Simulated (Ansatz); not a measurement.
Reaction (SMILES): N=C=O + 4 [H][H] (H2) → C (CH4) + N (NH3) + O (H2O)
B3LYP-D3(BJ)/def2-TZVP geometries, fixed; electronic energies without zero-point terms.
Largest species:
```xyz
5

C      0.0000     0.0000     0.0000
H      0.6205     0.6269     0.6390
H     -0.6429    -0.6249     0.6185
H      0.6369    -0.6328    -0.6166
H     -0.6146     0.6308    -0.6409
```

Basis-set convergence of the energy of full hydrogenation at PBE0 with Ansatz (a first-principles code). Cartesian d functions, on some or all atoms, in 6-31+G*; all else is spherical. The program fits the integrals of some runs and decomposes those of others, by size. No added dispersion term, no relativity. Functions are those of the species that has most. Reference: the value in pcseg-4, -82.64 kcal/mol, itself unsure by roughly 0.16 kcal/mol (its mean distance from aug-pcseg-3, aug-cc-pVQZ, cc-pV5Z). Deviations are taken from unrounded values.

```json
[
 {"basis": "cc-pVDZ", "functions": "47"},
 {"basis": "6-31+G*", "functions": "59"},
 {"basis": "def2-SVPD", "functions": "71"},
 {"basis": "6-311+G**", "functions": "72"},
 {"basis": "6-311++G(2d,2p)", "functions": "91"},
 {"basis": "cc-pVTZ", "functions": "104"},
 {"basis": "def2-TZVPD", "functions": "123"},
 {"basis": "def2-TZVPPD", "functions": "131"},
 {"basis": "6-311++G(3df,3pd)", "functions": "135"},
 {"basis": "cc-pVQZ", "functions": "195"},
 {"basis": "def2-QZVPPD", "functions": "225"},
 {"basis": "cc-pV5Z", "functions": "328"}
]
```

**Question.** Which is the smallest set listed that can be trusted to 1 kcal/mol here, that is, within that of the reference together with its larger relatives (same family, alike in diffuse functions; a set with none to test it counts only in the reference's own line)?

**Answer.** The smallest set listed that lies within 1 kcal/mol of the reference with all its larger relatives (same family, alike in diffuse functions; a set with none counts only in the reference's own line) is def2-TZVPPD (131 functions, -0.41 kcal/mol off). Inside the window by cancellation, since a larger relative falls out: 6-311+G**. Inside, with no larger relative to test it: 6-311++G(3df,3pd), cc-pV5Z. Value minus reference: cc-pVDZ 7.89, 6-31+G* 3.70, def2-SVPD -6.16, 6-311+G** -0.32, 6-311++G(2d,2p) -2.30, cc-pVTZ 3.46, def2-TZVPD 2.16, def2-TZVPPD -0.41, 6-311++G(3df,3pd) 0.41, cc-pVQZ 1.75, def2-QZVPPD -0.02, cc-pV5Z 0.35 kcal/mol.
